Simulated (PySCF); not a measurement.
## Orbital picture of Li₂

PBE0 at R = 2.740 Å; PySCF, no relativity, basis sets Li def2-TZVP. State: ¹Σg⁺ (singlet), closed shell. Only the outer orbitals are listed.

| orbital | occ. | ε (eV) | main shells (%) |
| --- | --- | --- | --- |
| σg | 2 | -55.06 | 100 s |
| σu | 2 | -55.05 | 100 s |
| σg | 2 | -3.79 | 92 s |
| σu | 0 | -1.30 | 76 s, 24 p |
| πu | 0 | -0.53 | 100 p |
| πu | 0 | -0.53 | 100 p |

Which are the highest filled and the lowest empty level, where do they sit, and how wide is the gap?

Highest filled σg at -3.79 eV (in %: 92 s); lowest empty σu at -1.30 eV (in %: 76 s, 24 p); the gap at PBE0 is 2.49 eV.

| Quantity | Value |
| --- | --- |
| bond order (Mayer) | 1.00 |
| ⟨S²⟩ | 0.000 |
| polarisability along the bond | 251.3 bohr³ |
| polarisability across the bond | 131.3 bohr³ |

Closed-shell solutions of metal pairs were not tested for spin polarisation, which can lower them a little.
